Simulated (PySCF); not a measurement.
Molecule: `FP(F)P`, F2H2P2.

Structure with atom numbers: `[F:1][P:2]([F:3])[PH2:4]`; H(Xn) means a hydrogen on atom n.

Geometry PBE0-D3(BJ)/def2-SVP throughout; GIAO in PySCF 2.14.0 with density-fitted response routines, gas phase, one conformer, non-relativistic; equivalent atoms averaged; functional PBE0.

Problem. How do the absolute shieldings σ depend on the basis set? (ppm; last column core-seconds on 1 thread of an Arm Neoverse V1, shared host)

Solution. 
```
    basis set  functions  F1/F3     P2     P4  H(P4)  core-s
       STO-3G         30  445.4  320.8  680.0  31.89     1.4
        6-31G         48  297.2   65.3  508.6  29.49     2.4
       6-31G*         68  284.6   71.4  495.6  29.15     3.1
     def2-SVP         74  290.7   94.5  529.8  28.70     2.9
6-311+G(2d,p)        136  271.4  -18.0  463.8  28.69     6.4
    def2-TZVP        148  263.5  -40.3  455.4  28.80     7.2
```

Problem. Which nucleus moves most, in ppm?

Solution. P2 (phosphorus bonded to 2 F, P): from -40.3 ppm with def2-TZVP to 320.8 ppm with STO-3G. The smallest spread is 3.20 ppm, at H(P4).

Problem. Taking the largest basis, def2-TZVP (148 functions), as the yardstick, rank the others by their worst heavy-atom deviation.

Solution. 6-311+G(2d,p) 22.4 ppm (136 functions), 6-31G 105.6 ppm (48 functions), 6-31G* 111.7 ppm (68 functions), def2-SVP 134.8 ppm (74 functions), STO-3G 361.2 ppm (30 functions).

A small basis that lands close on one nucleus may do so by chance; judge by the trend and by all nuclei.
